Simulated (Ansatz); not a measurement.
Diamond, treated with HSE06 (plane waves, PAW; Ansatz, an electronic-structure program).

Settings: plane-wave cutoff 520 eV, 12×12×12 k mesh, scalar-relativistic PAW data made under PBE.

The cell has the measured lattice: a = b = c = 3.567 Å, α = β = γ = 90.00°.

Task: Give the computed elastic constant C11, Voigt–Reuss–Hill shear modulus (Hill average), elastic constant C12 and elastic constant C44.

Result: 
* **elastic constant C11**: 1094 GPa
* **Voigt–Reuss–Hill shear modulus (Hill average)**: 545 GPa
* **elastic constant C12**: 113 GPa
* **elastic constant C44**: 584 GPa

Measured, for comparison: elastic constant C11 1081 GPa, elastic constant C12 125 GPa, elastic constant C44 579 GPa (low temperature, zero-point motion not removed; as tabulated in Tanner et al. (2021), arXiv:2110.11888). Computed (rounded) less measured: elastic constant C11 +1 %, elastic constant C12 -10 %, elastic constant C44 +0.9 %.

Note: the cell isn't this level's own, so it is under some stress, which shifts stiffness and frequencies.

Elastic constants are with the ions relaxed.

Cost on a shared machine: about 18 core-minutes (a rough figure).
